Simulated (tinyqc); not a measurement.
Inside a calculation. Method: MP2 on RHF in the sto-3g basis, frozen core, for LiH, spin multiplicity 1. One step of it, computed by the program tinyqc.

Problem. Second-order Moller-Plesset energy. E2 = sum_ijab (ia|jb) [2 (ia|jb) - (ib|ja)] / (e_i + e_j - e_a - e_b) over occupied i, j and virtual a, b; the opposite-spin part is (ia|jb)^2 / denominator, the rest is same-spin, and SCS-MP2 scales them by 6/5 and 1/3.

orbital energies (hartree): MO1 -2.362280, MO2 -0.247324, MO3 0.072800, MO4 0.161813, MO5 0.161813, MO6 0.423945

Two-electron integrals over orbitals (pq|rs), unique and non-zero (hartree); the lowest 1 orbital is frozen and left out:
```
(22|22) 0.458180    (32|22) -0.057031   (32|32) 0.019224    (33|22) 0.214376
(33|32) 0.013161    (33|33) 0.330992    (42|42) 0.021513    (43|42) 0.020018
(43|43) 0.041350    (44|22) 0.249825    (44|32) 0.011713    (44|33) 0.280300
(44|44) 0.312946    (52|52) 0.021513    (53|52) 0.020018    (53|53) 0.041350
(54|54) 0.016869    (55|22) 0.249825    (55|32) 0.011713    (55|33) 0.280300
(55|44) 0.279207    (55|55) 0.312946    (62|22) 0.110577    (62|32) -0.041902
(62|33) -0.018503   (62|44) -0.033715   (62|55) -0.033715   (62|62) 0.129428
(63|22) -0.055987   (63|32) 0.015391    (63|33) 0.036422    (63|44) 0.006702
(63|55) 0.006702    (63|62) -0.037520   (63|63) 0.029643    (64|42) -0.018781
(64|43) -0.012402   (64|64) 0.019482    (65|52) -0.018781   (65|53) -0.012402
(65|65) 0.019482    (66|22) 0.430295    (66|32) -0.048184   (66|33) 0.238872
(66|44) 0.260546    (66|55) 0.260546    (66|62) 0.105453    (66|63) -0.046068
(66|66) 0.427569
```

Hartree-Fock energy = -7.82742809 hartree

Give: Terms; Pair energies; MP2 correlation energy; SCS-MP2 correlation energy; MP2 total energy.

Solution.

Terms:
```
i  j  a  b  (ia|jb)  (ib|ja)  denominator       term
2  2  6  6    0.129    0.129       -1.343     -0.012
2  2  6  3   -0.042   -0.042       -0.991  -1.77e-03
2  2  3  6   -0.042   -0.042       -0.991  -1.77e-03
2  2  3  3    0.019    0.019       -0.640  -5.77e-04
2  2  4  4    0.022    0.022       -0.818  -5.66e-04
2  2  5  5    0.022    0.022       -0.818  -5.66e-04
```

Pair energies (hartree; pair i-j sums ij and ji):
```
pair  opposite spin  same spin
2-2          -0.018          0
```

MP2 correlation energy = -0.01773 hartree

SCS-MP2 correlation energy = -0.02127 hartree

MP2 total energy = -7.84516 hartree
